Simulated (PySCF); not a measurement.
The electron affinity along the second row

Calculated with PySCF 2.14 from differences of total energies of unrestricted determinants, without spin-orbit coupling. Values in eV. The last column holds reference values (measured affinities from photodetachment; the arrow runs from anion to atom). Unmarked ones compare directly (S terms, centres of terms, or small fine structure); those marked * lie between the lowest fine-structure levels and include a spin-orbit shift.

| element | configurations | UHF | SCS-MP2 (valence) | MP2 (valence and next inner shell) | SCS-MP2 (valence and next inner shell) | LDA | PBE | reference |
| --- | --- | --- | --- | --- | --- | --- | --- | --- |
| Li (def2-QZVPPD, non-relativistic) | [He] 2s2 → [He] 2s1 | -0.203 | 0.371 | 0.280 | 0.375 | 0.522 | 0.448 | 0.618 |
| C (def2-QZVPPD, non-relativistic) | [He] 2s2 2p3 → [He] 2s2 2p2 | 0.399 | 0.907 | 1.191 | 0.912 | 1.628 | 1.384 | 1.262 |
| O (def2-QZVPPD, non-relativistic) | [He] 2s2 2p5 → [He] 2s2 2p4 | -0.576 | 1.418 | 1.449 | 1.420 | 2.072 | 1.790 | 1.461 |
| F (def2-QZVPPD, non-relativistic) | [Ne] → [He] 2s2 2p5 | 1.176 | 3.474 | 3.662 | 3.478 | 4.134 | 3.669 | 3.401 |

Task: Fill in the row of B (def2-QZVPPD, non-relativistic) ([He] 2s2 2p2 → [He] 2s2 2p1).

Result: UHF -0.373; SCS-MP2 (valence) -0.017; MP2 (valence and next inner shell) 0.122; SCS-MP2 (valence and next inner shell) -0.013; LDA 0.542; PBE 0.405; reference 0.280 (eV).

The highest occupied level of the anion is positive for Li⁻ at LDA, PBE; B⁻ at LDA, PBE; C⁻ at LDA, PBE; O⁻ at LDA, PBE; F⁻ at LDA, PBE, so there the basis helps to hold the electron.

"Valence" correlates the outer s and p shells and, in groups 3 to 12 and the f block, the outer d or f shell, open or full, or the next shell where the ion has no valence electron left; the wider scheme adds the next inner shell.
